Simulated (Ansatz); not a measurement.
**Changing the shape of SiH4 (charge +1), doublet**

Calculated in Ansatz's Gaussian-basis code. Nonrelativistic, cc-pV(T+d)Z on Si, cc-pVTZ on H, 5 core orbitals frozen. Single-reference values can break down or jump between states where bonds are stretched.

Case A. A bond is stretched, to 1.27 times the sum of the covalent radii.

```xyz
5

Si   -0.4679    0.0000    0.5828
H    -0.3379    0.0000   -1.2659
H     0.4359    0.0000   -1.1213
H     0.1850   -1.2856    0.9022
H     0.1850    1.2856    0.9022
```

Case B:

```xyz
5

Si    0.0000    0.0000    0.0000
H     0.8561    0.8561    0.8561
H    -0.8561   -0.8561    0.8561
H    -0.8561    0.8561   -0.8561
H     0.8561   -0.8561   -0.8561
```

Case C. A bond is stretched, to 1.27 times the sum of the covalent radii.

```xyz
5

Si   -0.4665    0.0000    0.5629
H    -0.3400    0.0000   -1.2360
H     0.4338    0.0000   -1.0914
H     0.1864   -1.2856    0.8822
H     0.1864    1.2856    0.8822
```

Case D:

```xyz
5

Si    0.0281    0.0094   -0.0047
H     0.8370    0.8759    0.8441
H    -0.8855   -0.8562    0.8500
H    -0.8308    0.8486   -0.8703
H     0.8448   -0.8776   -0.8738
```

Case E:

```xyz
5

Si   -0.0070   -0.0027    0.0065
H     0.8492    0.8603    0.8620
H    -0.8502   -0.8627    0.8515
H    -0.8489    0.8586   -0.8497
H     0.8558   -0.8564   -0.8461
```

Case F:

```xyz
5

Si   -0.0100   -0.0002    0.0007
H     0.8535    0.8478    0.8610
H    -0.8626   -0.8561    0.8485
H    -0.8507    0.8478   -0.8572
H     0.8626   -0.8495   -0.8522
```

Energy less that of case A, in eV:

| case | RCCSD |
| --- | --- |
| B | +1.822 |
| C | +0.003 |
| D | +1.654 |
| E | +1.796 |
| F | +1.772 |

What does UCCSD(T) give for these differences?

B: +1.795 eV; C: +0.001 eV; D: +1.638 eV; E: +1.770 eV; F: +1.746 eV.
